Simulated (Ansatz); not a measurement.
Ansatz (a program for electronic structure) input:

Ansatz 0.2 input:
```yaml
crystal:
  periodic: [false, false, false]
  atoms:
    - {symbol: C, position_ang: [0.00819413, 0.01326082, -1.13371283]}
    - {symbol: Cl, position_ang: [-0.00477402, -0.00772595, 0.66051769]}
    - {symbol: H, position_ang: [0.01747178, 1.04777215, -1.46340501]}
    - {symbol: H, position_ang: [0.89974992, -0.50396843, -1.47517859]}
    - {symbol: H, position_ang: [-0.88522815, -0.49202752, -1.48794019]}
basis:
  gaussian:
    orbitals: def2-TZVP
hamiltonian:
  xc: b3lyp
  dispersion: d3bj
phonons: {temperatures: {t_min: 298.15, t_max: 298.15, t_step: 100}}
```

Task: What final total energy does it print?

Result: -500.16130 Eh (B3LYP-D3(BJ)/def2-TZVP). The basis has 86 functions. The run takes roughly 24 core-seconds.
